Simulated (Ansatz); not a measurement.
**2H WS2**

Method: PBE-D3(BJ) in Ansatz (plane waves, PAW).

Run with plane-wave cutoff 500 eV, 12×12×4 k mesh (along the axes of the cell as run), gaussian smearing 0.02 eV, no spin polarisation, scalar-relativistic PAW data made under PBE.

Cell (relaxed at this level):

Space group P6₃/mmc (No. 194); a = b = 3.154 Å, c = 12.139 Å, α = β = 90.00°, γ = 120.00°

| atom | site | symmetry | x | y | z |
|---|---|---|---|---|---|
| W | 2c | -6m2 | 0.3333 | 0.6667 | 0.2500 |
| S | 4f | 3m. | 0.6667 | 0.3333 | 0.1203 |

```json
{
 "band_gap": "0.89 eV (on the SCF k mesh)"
}
```

Measured, for comparison: band gap 1.35 eV (room temperature, no zero-point or thermal correction, bulk 2H; as tabulated in Bastos et al. (2019), arXiv:1903.08112).

Spin–orbit coupling is not included.

Computed values are for the static lattice.

Cost on a shared machine: around 60 core-seconds (rough).

Ansatz is an electronic-structure program.
